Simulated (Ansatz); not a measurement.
# Cost against result

The pair of NH$_{4}$⁺ (SMILES [NH4+], atoms 1–5) and CH$_{4}$S (SMILES CS, atoms 6–11), both closed shells, in one local arrangement (a lower one may exist), relaxed at PBE0-D4/def2-TZVP:

```tsv
atom	x (Å)	y (Å)	z (Å)
N1	0.2840	-0.1638	-2.0901
H2	-0.6889	-0.0566	-2.3778
H3	0.3395	-0.3002	-1.0182
H4	0.8084	0.6661	-2.3669
H5	0.6800	-0.9808	-2.5562
C6	-0.6907	0.2929	1.8909
S7	0.4670	-0.7701	0.9933
H8	-0.4827	0.2252	2.9568
H9	-1.6861	-0.1077	1.7023
H10	-0.6372	1.3265	1.5565
H11	1.6066	-0.1315	1.3095
```

Interaction energies are counterpoise-corrected; the time is that of the whole pair.

Computed with Ansatz 0.2.0 (basis: as named in each row); correlated methods freeze the cores. B3LYP uses VWN-RPA correlation. Extrapolation: Hartree–Fock as exp(−7.88 √X), correlation as X^−2.97.

Times are rough, for one single point on 4 threads of a shared host (Arm Neoverse V1).

The estimate by CCSD(T) at an estimated basis limit (MP2 extrapolated from triple and quadruple zeta, plus CCSD(T) − MP2 in triple zeta) is -18.40 kcal/mol.

```json
{"method": "HF", "basis": "STO-3G", "time (s)": "under 1", "interaction energy (kcal/mol)": "-16.38", "method less estimate": "2.02"}
{"method": "PBE-D4", "basis": "STO-3G", "time (s)": "under 1", "interaction energy (kcal/mol)": "-29.22", "method less estimate": "-10.82"}
{"method": "SPW92", "basis": "def2-SVP", "time (s)": "under 1", "interaction energy (kcal/mol)": "-25.36", "method less estimate": "-6.96"}
{"method": "B3LYP-D4", "basis": "6-31G", "time (s)": "under 1", "interaction energy (kcal/mol)": "-19.28", "method less estimate": "-0.88"}
{"method": "PBE-D4", "basis": "def2-SVP", "time (s)": "under 1", "interaction energy (kcal/mol)": "-22.39", "method less estimate": "-3.99"}
{"method": "PBE0-D4", "basis": "def2-SVP", "time (s)": "under 1", "interaction energy (kcal/mol)": "-21.22", "method less estimate": "-2.82"}
{"method": "CCSD(T)", "basis": "def2-SVP", "time (s)": "2", "interaction energy (kcal/mol)": "-16.22", "method less estimate": "2.18"}
{"method": "PBE-D4", "basis": "def2-TZVPPD", "time (s)": "2", "interaction energy (kcal/mol)": "-21.78", "method less estimate": "-3.38"}
{"method": "revPBE-D4", "basis": "def2-TZVPPD", "time (s)": "2", "interaction energy (kcal/mol)": "-20.82", "method less estimate": "-2.42"}
{"method": "BLYP-D4", "basis": "def2-TZVPPD", "time (s)": "2", "interaction energy (kcal/mol)": "-20.51", "method less estimate": "-2.11"}
{"method": "wB97M-V", "basis": "def2-SVP", "time (s)": "3", "interaction energy (kcal/mol)": "-19.50", "method less estimate": "-1.10"}
{"method": "HSE06-D4", "basis": "def2-TZVPPD", "time (s)": "3", "interaction energy (kcal/mol)": "-20.89", "method less estimate": "-2.49"}
{"method": "PBE0-D4", "basis": "def2-TZVPPD", "time (s)": "3", "interaction energy (kcal/mol)": "-20.85", "method less estimate": "-2.46"}
{"method": "B3LYP-D4", "basis": "def2-TZVPPD", "time (s)": "3", "interaction energy (kcal/mol)": "-20.10", "method less estimate": "-1.70"}
{"method": "r2SCAN-D4", "basis": "def2-TZVPPD", "time (s)": "4", "interaction energy (kcal/mol)": "-20.58", "method less estimate": "-2.18"}
{"method": "B2PLYP", "basis": "def2-TZVPPD", "time (s)": "6", "interaction energy (kcal/mol)": "-18.52", "method less estimate": "-0.12"}
{"method": "wB97X-V", "basis": "def2-TZVPPD", "time (s)": "6", "interaction energy (kcal/mol)": "-18.98", "method less estimate": "-0.58"}
{"method": "wB97M-V", "basis": "def2-TZVPPD", "time (s)": "8", "interaction energy (kcal/mol)": "-18.69", "method less estimate": "-0.29"}
{"method": "B97M-V", "basis": "def2-TZVPPD", "time (s)": "9", "interaction energy (kcal/mol)": "-19.39", "method less estimate": "-0.99"}
{"method": "MP2", "basis": "def2-QZVPPD", "time (s)": "19", "interaction energy (kcal/mol)": "-18.65", "method less estimate": "-0.25"}
{"method": "CCSD(T)", "basis": "def2-TZVPPD", "time (s)": "110", "interaction energy (kcal/mol)": "-17.65", "method less estimate": "0.75"}
```

The T1 diagnostic stays at or below 0.010.
